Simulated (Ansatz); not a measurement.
Isomers of C3H5Cl, relaxed with PBE0-D4/def2-TZVP in Ansatz; electronic energies, one conformer each and not always the lowest. Functionals use def2-TZVPP; CBS adds triple-zeta CCSD(T) − MP2 to the MP2 limit of def2-TZVPP and def2-QZVPP.

Task: Order them by energy at frozen-core CCSD(T)/CBS, lowest first. (Estimate.)
A. `C=CCCl`
B. `C/C=C/Cl`
C. `C=C(C)Cl`

Result: C (0.0 kJ/mol), B (9.4 kJ/mol), A (15.4 kJ/mol).

Task: How do PBE0-D4, r2SCAN-D4, MP2/CBS(def2), PBE-D4 place them (kJ/mol, against `C=C(C)Cl`)? (Best estimate.)

Result: Computed: 
| isomer | PBE0-D4 | r2SCAN-D4 | MP2/CBS(def2) | PBE-D4 |
| --- | --- | --- | --- | --- |
| `C/C=C/Cl` | 7.7 | 9.4 | 11.3 | 7.7 |
| `C=CCCl` | 19.4 | 21.8 | 19.2 | 21.1 |
